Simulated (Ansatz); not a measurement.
## Ansatz (development build ahead of 0.2.0) run

```yaml
crystal:
  periodic: [false, false, false]
  atoms:
    - { symbol: C, position_ang: [0.87107, 0.00692, 0.00481] }
    - { symbol: C, position_ang: [-0.43119, 0.75943, -0.00167] }
    - { symbol: C, position_ang: [-0.43549, -0.74532, 0.00859] }
    - { symbol: H, position_ang: [1.4587, 0.00454, 0.92466] }
    - { symbol: H, position_ang: [1.46478, -0.00901, -0.91298] }
    - { symbol: H, position_ang: [-0.72664, 1.27525, -0.91631] }
    - { symbol: H, position_ang: [-0.73846, 1.27296, 0.91764] }
    - { symbol: H, position_ang: [-0.73642, -1.25808, 0.91443] }
    - { symbol: H, position_ang: [-0.73361, -1.2608, -0.92443] }
basis:
  gaussian: { orbitals: STO-3G }
hamiltonian:
  xc: hf
correlation:
  method: mp2
  frozen_orbitals: { C: 1, H: 0 }
```

The input is written out in the form of the current development build from the run's settings.

Results

```
Converged                       : yes
Reference energy                : -115.66493 hartree
Correlation energy              : -0.15850 hartree
Total energy                    : -115.82343 hartree
Spin squared of the determinant : 0.000
```
